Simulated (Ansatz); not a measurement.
# Group exchange: C4H8O + H3NO → C4H9NO + H2O

Species: C4H8O `CCCC=O`, singlet; H3NO (hydroxylamine) `NO`, singlet; C4H9NO (butyramide) `CCCC(N)=O`, singlet; H2O (water) `O`, singlet. The partners trade H for NH2: C–H and O–NH2 bonds give way to C–NH2 and O–H.

Shapes, held fixed at every level: PBE0-D4/def2-TZVP. Flexible molecules stand in one conformer, not always the lowest. Programs: Ansatz 0.2.0. Electronic energies: no zero-point or thermal term.

```
               level                    kind  ΔE (kJ/mol)  less CCSD(T)/CBS estimate
       HF/def2-TZVPP            Hartree–Fock       -266.4                       +1.6
r2SCAN-D4/def2-TZVPP                meta-GGA       -271.1                       -3.1
 B3LYP-D4/def2-TZVPP           global hybrid       -260.7                       +7.3
  PBE0-D4/def2-TZVPP           global hybrid       -268.1                       -0.1
  wB97M-V/def2-TZVPP  range-separated hybrid       -263.0                       +5.0
  wB97X-V/def2-TZVPP  range-separated hybrid       -259.3                       +8.7
CCSD(T)/CBS estimate   coupled cluster or CI       -268.0                        0.0
```

The highest level, CCSD(T)/CBS estimate, gives ΔE = -268.0 kJ/mol; the levels span -271.1 to -259.3. The column of differences is taken from that level and isn't an error. No measured value is set beside it here. The CBS estimate extrapolates MP2 from def2-TZVPP and def2-QZVPP and adds CCSD(T) − MP2 in the triple-zeta set, cores frozen.
